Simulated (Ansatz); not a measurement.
# Interaction energy ladder

The pair of HCN (SMILES C#N, atoms 1–3) and SiH4 (SMILES [SiH4], atoms 4–8), both closed shells, in one local arrangement (a lower one may exist), relaxed at PBE0-D4/def2-TZVP:

```csv
atom,x (Å),y (Å),z (Å)
C1,-0.5756,0.0065,-2.7676
N2,-0.3182,0.0275,-1.6520
H3,-0.8159,-0.0132,-3.8088
Si4,0.3394,-0.0039,1.6325
H5,1.4052,-0.7600,0.9308
H6,-0.9807,-0.6384,1.3987
H7,0.3211,1.4063,1.1730
H8,0.6246,-0.0246,3.0936
```

Ansatz 0.2.0; basis: def2-TZVPPD, with def2-QZVPPD for the basis limit; cores frozen in the correlated methods. B3LYP uses VWN-RPA correlation. Extrapolation: Hartree–Fock as exp(−7.88 √X), correlation as X^−2.97. Interaction energies count from these two fragments, frozen as in the pair, with the counterpoise correction; negative means bound.

Task: What is the interaction energy by CCSD(T) at an estimated basis limit (MP2 extrapolated from triple and quadruple zeta, plus CCSD(T) − MP2 in triple zeta)? (To be estimated.)

Result: The calculation gives: -1.40 kcal/mol. Hartree–Fock alone gives -0.13 kcal/mol at the basis limit. It counts from the two fragments frozen as in the pair.

The same quantity by other methods in triple zeta, and each one's difference from that estimate:
```tsv
method	E_int (kcal/mol)	difference
PBE-D4	-1.37	0.03
revPBE-D4	-0.88	0.52
BLYP-D4	-0.97	0.43
r2SCAN-D4	-1.14	0.26
B97M-V	-1.50	-0.10
PBE0-D4	-1.33	0.07
B3LYP-D4	-1.19	0.21
HSE06-D4	-1.33	0.07
wB97X-V	-1.41	-0.01
wB97M-V	-1.43	-0.03
B2PLYP	-0.74	0.66
HF	-0.11	1.28
MP2	-1.42	-0.02
CCSD	-1.08	0.32
CCSD(T)	-1.26	0.14
```
Differences are method less estimate.

Basis-set superposition shift (counterpoise-corrected less uncorrected): CCSD(T) 0.32; MP2 0.33; HF 0.05; PBE0-D4 0.06; wB97M-V 0.06 kcal/mol.

The T1 diagnostic stays at or below 0.015.

For scale, one of the runs: CCSD(T)/def2-TZVPPD, 207 basis functions, launched by `ansatz run in.yaml --threads 2 --pin off --events-out ev --progress --plain --max-ram 5222MiB`. Hardware: 2 CPU threads of an Arm Neoverse V2, shared host. Wall time 49 s; peak host memory 2.6 GiB.
